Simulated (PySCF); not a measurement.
Molecule: SMILES C#C/C=C\C=C, C6H6.

Geometry (Å), atoms numbered from 1 in this order:
```xyz
12

C     2.770   -0.691   -0.439
C     1.930    0.117   -0.142
C     0.974    1.086    0.211
C    -0.348    0.854    0.265
C    -0.960   -0.416   -0.032
C    -2.272   -0.629    0.026
H     3.497   -1.400   -0.700
H     1.373    2.065    0.446
H    -1.014    1.660    0.547
H    -0.284   -1.214   -0.311
H    -2.960    0.155    0.302
H    -2.705   -1.588   -0.200
```

Frames of a GFN2-xTB Langevin trajectory at 200 K; GIAO PBE0/pcSseg-1 shieldings in PySCF, gas phase, non-relativistic; equivalent atoms averaged within each frame.

Shifts are taken against calculated references (same method and geometry level): $^{13}$C (σref 186.93), $^{1}$H (σref 31.72) against TMS. The references are static minima.

Question: How do the shifts (ppm) fluctuate along the trajectory?

Answer: 
```csv
time (fs),C4,C5,C3,C6,C1,C2,H10,H9,H8,H11
250,156.6,146.4,124.7,123.8,105.4,83.1,7.72,6.87,6.55,6.14
425,151.9,141.3,116.2,133.3,95.5,85.5,7.52,7.03,5.68,6.34
625,153.0,153.3,112.0,132.8,95.5,85.2,7.87,6.44,5.79,5.75
800,147.6,146.9,118.1,130.4,98.7,90.0,7.97,6.23,6.06,6.03
1000,148.5,144.3,115.6,132.6,99.5,88.2,7.54,6.58,5.61,6.06
mean of frames,151.5,146.4,117.3,130.6,98.9,86.4,7.73,6.63,5.94,6.06
standard deviation,3.7,4.4,4.7,3.9,4.1,2.7,0.20,0.32,0.38,0.21
```

5 frames give an uncertainty of the mean of about the standard deviation over 2.2 at best, since frames this close in time may not be independent; classical motion lacks zero-point vibration, and the reference would need the same averaging.
